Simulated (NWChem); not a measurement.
System meant: C₄H₁₀ cation, doublet; SMILES of the neutral closed-shell parent CC(C)C

Here is an NWChem input.

```
start job
memory heap 200 mb stack 900 mb global 1100 mb
charge 1
geometry units angstroms noautoz
  C      0.375401     1.434702    -0.050996
  C      0.000000     0.000000     0.152294
  C      1.054788    -1.042458    -0.050996
  C     -1.430189    -0.392244    -0.050996
  H      1.378582     1.687329     0.320966
  H      0.414322     1.584000    -1.160165
  H     -0.375345     2.146336     0.321214
  H      0.000000     0.000000     1.359617
  H      2.046454    -0.748109     0.321214
  H      1.164623    -1.150813    -1.160165
  H      0.771979    -2.037552     0.320966
  H     -1.671109    -1.398227     0.321214
  H     -2.150561     0.350223     0.320966
  H     -1.578945    -0.433187    -1.160165
end
basis spherical
  * library def2-svp
end
dft
  odft
  mult 3
  xc b3lyp
  iterations 150
  mulliken
end
task dft energy
```

End of the output:

```
 Summary of "ao basis" -> "" (spherical)
 ------------------------------------------------------------------------------
       Tag                 Description            Shells   Functions and Types
 ---------------- ------------------------------  ------  ---------------------
 *                          def2-svp                  on all atoms

                                 NWChem DFT Module
                                 -----------------

 Summary of "ao basis" -> "ao basis" (spherical)
 ------------------------------------------------------------------------------
       Tag                 Description            Shells   Functions and Types
 ---------------- ------------------------------  ------  ---------------------
 C                          def2-svp                 6       14   3s2p1d
 H                          def2-svp                 3        5   2s1p

 Summary of "ao basis" -> "ao basis" (spherical)
 ------------------------------------------------------------------------------
       Tag                 Description            Shells   Functions and Types
 ---------------- ------------------------------  ------  ---------------------
 C                          def2-svp                 6       14   3s2p1d
 H                          def2-svp                 3        5   2s1p

      Symmetry analysis of basis
      --------------------------

        a1         28
        a2         10
        e          68

  Rotation of axis
  number of electrons :                   33
  multiplicity        :                    3
 ------------------------------------------------------------------------
  no. of electrons and multiplicity not compatible                  33
 ------------------------------------------------------------------------
 ------------------------------------------------------------------------
  current input line :
    30: task dft energy
 ------------------------------------------------------------------------
 ------------------------------------------------------------------------
 There is an error in the input file
 ------------------------------------------------------------------------
 For more information see the NWChem manual at https://nwchemgit.github.io

0: no. of electrons and multiplicity not compatible:Received an Error in Communication
```

### Question
Find the fault in this run and fix the input.

### Answer
The input was rejected before any calculation. Cause: the multiplicity doesn't fit the number of electrons (an even count wants an odd multiplicity, and the reverse). This input runs:
```
start job
memory heap 200 mb stack 900 mb global 1100 mb
charge 1
geometry units angstroms noautoz
  C      0.375401     1.434702    -0.050996
  C      0.000000     0.000000     0.152294
  C      1.054788    -1.042458    -0.050996
  C     -1.430189    -0.392244    -0.050996
  H      1.378582     1.687329     0.320966
  H      0.414322     1.584000    -1.160165
  H     -0.375345     2.146336     0.321214
  H      0.000000     0.000000     1.359617
  H      2.046454    -0.748109     0.321214
  H      1.164623    -1.150813    -1.160165
  H      0.771979    -2.037552     0.320966
  H     -1.671109    -1.398227     0.321214
  H     -2.150561     0.350223     0.320966
  H     -1.578945    -0.433187    -1.160165
end
basis spherical
  C library def2-svp
  H library def2-svp
end
dft
  odft
  mult 2
  xc b3lyp
  iterations 150
  mulliken
end
task dft energy
```
It converges to -157.95936 Ha (B3LYP/def2-SVP, spin-unrestricted).
